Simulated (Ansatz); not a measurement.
Results of B3LYP (VWN-RPA form) in Ansatz (PAW) for anatase TiO2 (metastable phase).

Settings: plane-wave cutoff 460 eV, 8×8×8 k mesh, Fermi–Dirac smearing 0.01 eV, no spin polarisation, scalar-relativistic PAW data made under PBE.

Cell (measured lattice):

Space group I4₁/amd, origin choice 1 (No. 141); a = b = 3.784 Å, c = 9.515 Å, α = β = γ = 90.00°

```tsv
atom	site	symmetry	x	y	z
Ti	4a	-4m2	0.0000	0.0000	0.0000
O	8e	2mm.	0.0000	0.0000	0.2081
```
(The calculation used a cell of 6 atoms; values per cell refer to that cell.)

Task: What does this level give for the band gap, smallest direct gap on the k points sampled and direct gap at Γ?

Result: 
band gap: 3.87 eV (indirect)
smallest direct gap on the k points sampled: 4.23 eV
direct gap at Γ: 4.36 eV

Note: cell and atoms aren't relaxed at this level (largest force component 0.05 eV/Å, pressure 3.0 GPa).

Computed values are for the static lattice.

Ansatz is a program for electronic structure.
